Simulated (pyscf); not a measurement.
•H₂C–Cl + methane (CH₄) -> chloromethane (H₃C–Cl) + methyl (CH₃•), a hydrogen abstraction (doublet surface; C–H broken, C–H formed). Optimised with ωB97X-D3(BJ)/def2-SVP in PySCF. MP2 and CC: frozen core, UHF for open shells. ΔMP2 is the change of the MP2 total energy from the triple- to the quadruple-zeta basis. Energies in kcal/mol from the separated reactants.

Small-basis levels: PySCF, no dispersion term, spherical d functions. AM1 to PM7: differences of heats of formation from MOPAC. GFN2-xTB: tblite. Open shells are spin-unrestricted. 

```tsv
level	barrier	reaction energy
HF/STO-3G	26.9	+3.1
HF/3-21G	(withheld)	-2.5
HF/6-31G*	30.6	+2.5
MP2/6-31G*	23.2	+4.5
SVWN5/6-31G*	6.0	+9.8
PBE/6-31G*	12.9	+7.5
B3LYP/STO-3G	10.1	+6.1
B3LYP/LANL2DZ	(withheld)	+2.2
B3LYP/6-31G*	17.4	+6.3
GFN2-xTB	9.1	+10.3
PM6	24.6	+7.9
PM7	24.0	+5.9
CCSD(T)/def2-TZVPP + ΔMP2(QZVPP)	(withheld)	+5.4
```

Task: Some entries are withheld; supply them.

Result: 
- HF/3-21G, barrier: 23.6
- B3LYP/LANL2DZ, barrier: 14.9
- CCSD(T)/def2-TZVPP + ΔMP2(QZVPP), barrier: 20.1

Against the last row the barrier runs from -14.1 (SVWN5/6-31G*) to +10.5 kcal/mol (HF/6-31G*); B3LYP/6-31G* happens to lie closest here (2.7 kcal/mol apart). At SVWN5/6-31G*, GFN2-xTB this geometry lies under one side, so the entry may be no barrier of that level: it is a single point on another level's saddle. CCSD(T)/def2-TZVPP + ΔMP2(QZVPP) has limits of its own. One saddle was located; it need not be the lowest between these sides. The angle at the transferred H is 175°. The CCSD(T) − MP2 part came from Ansatz, without density fitting, on the same reference.
